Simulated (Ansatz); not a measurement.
**AlO (doublet): from Hartree-Fock to the top rungs at distance Al1–O2 = 1.747 Å, cc-pVDZ**

How much of the correlation energy of AlO (doublet) does each wave-function method recover here?

Program: Ansatz 0.2.0, Gaussian basis. Level of theory: cc-pVDZ, core rule «outside noble gas», up to 6 orbitals frozen. These are calculated values, not measurements.

To be run: UHF; CCSD(T) on ROHF; CCSD(T) on UHF; BCCD(T) on ROHF; CISD; CCSDT(Q) on ROHF; CCSDT(Q) on UHF; CISDTQ; CCSDTQ on ROHF; CCSDTQ on UHF; CASSCF and MRCISD+Q, 3 electrons in 3 orbitals; CASSCF and NEVPT2, 3 electrons in 3 orbitals; CASSCF and MRCISD+Q, 9 electrons in 8 orbitals; CASSCF and NEVPT2, 9 electrons in 8 orbitals; Full CI.

3 further runs of the same task are left out: 2 for a known fault of the program, 1 that didn't finish.

## 1. The system

The geometry derives from a PBE0/def2-TZVP stationary point (not a proven minimum). One bond is set to the value named and the two fragments are kept rigid.

2 atoms, charge 0, spin multiplicity 2.

Atoms are counted from 1 here; the program's logs count them from 0.

Bond lengths: Al1–O2 1.747 Å.

## 2. UHF

Input file in.yaml:

```yaml
crystal:
  periodic: [false, false, false]
  atoms:
    - {symbol: Al, position_ang: [0.000000, 0.000000, 0.000000]}
    - {symbol: O, position_ang: [0.000000, 0.000000, 1.747000]}
basis:
  gaussian: {orbitals: cc-pVDZ}
magnetization: {spin_polarized: true, initial_magnetization: 1}
hamiltonian: {xc: hf}
output: {orbitals: {seedname: orbitals}}
```

Command:

```bash
> ansatz run in.yaml --threads 1 --pin off --events-out ev --progress --plain --max-ram 3020MiB --backend cpu
```

After this run come: CCSD(T) on ROHF; CCSD(T) on UHF; BCCD(T) on ROHF; CISD; CCSDT(Q) on ROHF; CCSDT(Q) on UHF; CISDTQ; CCSDTQ on ROHF; CCSDTQ on UHF; CASSCF and MRCISD+Q, 3 electrons in 3 orbitals; CASSCF and NEVPT2, 3 electrons in 3 orbitals; CASSCF and MRCISD+Q, 9 electrons in 8 orbitals; CASSCF and NEVPT2, 9 electrons in 8 orbitals; Full CI.

Q: Predict the results of all the runs planned. Wanted: FCI below the RHF energy; RMP2 from FCI; UMP2 from FCI; RCCSD from FCI; RCCSD(T) from FCI; UCCSD(T) from FCI; RCCSDT(Q) from FCI; UCCSDT(Q) from FCI; NEVPT2 pair from FCI.

**Answer**, as computed:

| quantity | value |
| --- | --- |
| FCI below the RHF energy | -6.3024 eV |
| RMP2 from FCI | +1363.2 meV |
| UMP2 from FCI | +1254.8 meV |
| RCCSD from FCI | +368.7 meV |
| RCCSD(T) from FCI | +115.0 meV |
| UCCSD(T) from FCI | +115.4 meV |
| RCCSDT(Q) from FCI | -27.6 meV |
| UCCSDT(Q) from FCI | -32.6 meV |
| NEVPT2 pair from FCI | +1173.9 meV |
| MRCISD+Q pair from FCI | +496.2 meV |
| NEVPT2 valence from FCI | +865.9 meV |
| levels within 1 kcal/mol (43 meV) | RCCSDT, UCCSDT, RCCSDT(Q), UCCSDT(Q), RCCSDTQ, UCCSDTQ |
| T1 diagnostic | 0.110 |
| effectively unpaired electrons | 1.16 |

RCCSD(T) lands +115.0 meV from the yardstick (1.8 % of the correlation energy). RCCSDT(Q), UCCSDT(Q) fall below full CI: unrestricted runs freeze a spin-polarised core, another one than full CI's, and coupled cluster isn't variational. The occupations are near whole numbers, but T1 = 0.110 shows that the orbitals relax strongly. Of the multireference levels listed MRCISD+Q valence comes nearest in total energy (+140.8 meV), which doesn't show that its space is the better one. Coupled cluster took another determinant than the lowest Hartree-Fock one. These misses are within one basis, not against nature; the frozen cores of restricted and unrestricted runs differ, which can shift their rows.
